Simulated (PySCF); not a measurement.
Molecule: `C/C=C/C=O`, C₄H₆O.

Numbering as in the mapped SMILES `[CH3:1]/[CH:2]=[CH:3]/[CH:4]=[O:5]`; H(Xn) means a hydrogen on atom n.

Geometry PBE0-D3(BJ)/def2-SVP throughout; GIAO in PySCF 2.14, gas phase, one conformer, non-relativistic; equivalent atoms averaged; basis pcSseg-2.

For orientation, BHandHLYP gives these absolute shieldings σ: C4 -16.9, C2 16.4, C3 38.7, C1 163.3, O5 -333.4, H(C4) 22.02, H(C2) 24.58, H(C3) 25.14, H(C1) 29.37 ppm.

A run gave: C4 -21.0, C2 11.4, C3 32.7, C1 156.8, O5 -339.9, H(C4) 21.66, H(C2) 24.54, H(C3) 25.16, H(C1) 29.28 ppm (absolute shieldings σ).

Q: Which functional was used in that run?
A. B3LYP
B. wB97X-D
C. PBE
D. HF

A: A. C4 tells them apart best: B3LYP gives -21.0, HF gives -6.6, wB97X-D gives -18.1, PBE gives -19.3 ppm.
